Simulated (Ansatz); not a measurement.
1T (CdI2-type) HfTe₂ was calculated with rVV10 in Ansatz (plane waves, PAW).

Run with plane-wave cutoff 520 eV, 18×18×8 k mesh (along the axes of the cell as run), Fermi–Dirac smearing 0.05 eV, scalar-relativistic PAW data made under PBE.

Cell (relaxed at this level):

```yaml
crystal:
  lattice:
    - [4.01334, 0.00000, 0.00000]
    - [-2.00667, 3.47565, 0.00000]
    - [0.00000, 0.00000, 6.74827]
  atoms:
    - { symbol: Hf, position: [0.00000, 0.00000, 0.00000] }
    - { symbol: Te, position: [0.33333, 0.66667, 0.26312] }
    - { symbol: Te, position: [0.66667, 0.33333, 0.73688] }
```

### Question
Predict the bulk modulus and pressure derivative B′ of the bulk modulus.

### Answer

* **bulk modulus**: 27.6 GPa
* **pressure derivative B′ of the bulk modulus**: 8.6

The run finds no gap.

Note: the relaxation could not lower the start's symmetry, so the cell can be a saddle point above a distorted one; the bulk modulus comes from volumes at which shape and atoms were relaxed.

Spin–orbit coupling is not included; it can open a gap where bands touch, and shift volumes and moduli.

Static lattice: no zero-point or thermal effects.

Ansatz is a quantum-chemistry and plane-wave program.
